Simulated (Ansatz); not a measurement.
# Worked example: correlation energy of AlP, triplet

Geometry: that of the AlP⁻, doublet, kept fixed.

```json
{"atom": "Al", "x (Å)": "0.0000", "y (Å)": "0.0000", "z (Å)": "0.0000"}
{"atom": "P", "x (Å)": "0.0000", "y (Å)": "0.0000", "z (Å)": "2.1256"}
```

Basis aug-cc-pVDZ; Ansatz 0.2.0. Correlated methods freeze the noble-gas cores, which leaves 8 electrons in 44 orbitals. Prefix R: restricted or restricted open-shell reference; prefix U: unrestricted.

Full CI isn't at hand for all of this; UCCSDT(Q) serves as the reference, and is uncertain by the last step of the cluster series or more.

UCCSD has a T1 diagnostic of 0.032 and a largest doubles amplitude of 0.04.

The cluster runs stand on a determinant 0.13 eV above the lowest UHF solution, chosen by a search with trial CCSD; the correlation energy below is counted from it.

Runs differ by some tens of microhartree through their thresholds and, for an open shell, their frozen cores, so steps under 0.03 kcal/mol mean nothing.

| level | total energy (hartree) |
| --- | --- |
| UHF determinant under the cluster runs | -582.600507 |
| UMP2 | -582.737187 |
| UCCSD | -582.764037 |
| UCCSD(T) | -582.772843 |
| UCCSDT | -582.774522 |
| UCCSDT(Q) | -582.775364 |

Question: What is the correlation energy at UCCSDT(Q), and what share of it do UMP2 and UCCSD recover?

Answer: E(corr) = -582.775364 − (-582.600507) = -0.174857 hartree = -4.758 eV. UMP2: -0.136680 / -0.174857 = 78.17 %. UCCSD: -0.163530 / -0.174857 = 93.52 %.

Question: By how many kcal/mol does UCCSD(T) miss UCCSDT(Q) (1 hartree = 627.509 kcal/mol), and which steps make up the rest?

Answer: -582.772843 − (-582.775364) = 0.002521 hartree = 1.58 kcal/mol. Steps: UCCSDT − UCCSD(T) = -1.05, UCCSDT(Q) − UCCSDT = -0.53 kcal/mol. Differences between like states or geometries often cancel part of this.
